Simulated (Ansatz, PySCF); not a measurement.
Reaction (SMILES): CN(C)C + H+ -> C[NH+](C)C
Each molecule is optimised on its own at B3LYP-D3(BJ)/def2-TZVP (Ansatz, a quantum-chemistry and plane-wave program).

Quantity: proton affinity (0 K, with B3LYP-D3(BJ) harmonic zero-point energies from PySCF), positive where the reaction releases energy, in kJ/mol. Cores are frozen in the correlated levels unless marked. No spin-orbit coupling. Non-relativistic. CBS(X,Y): correlation extrapolated as X^-3; Hartree-Fock from the larger set. [CCSD(T)-MP2]/basis is that difference in the basis named.

```
level                                                     program  proton affinity (kJ/mol)
-------------------------------------------------  --------------  ------------------------
PBE-D4/def2-TZVPD                                  Ansatz + dftd4                     925.9
PBE0-D3(BJ)/def2-TZVP                              Ansatz + dftd3                     941.2
PBE0-D4/def2-TZVP                                  Ansatz + dftd4                     937.4
SCS-MP2/cc-pVDZ                                            Ansatz                     959.7
RI-MP2/CBS(cc-pVTZ,cc-pVQZ)+[CCSD(T)-MP2]/cc-pVDZ          Ansatz                (withheld)
```

Q: Complete the blanks.

A: 
- RI-MP2/CBS(cc-pVTZ,cc-pVQZ)+[CCSD(T)-MP2]/cc-pVDZ, proton affinity (kJ/mol): 943.7
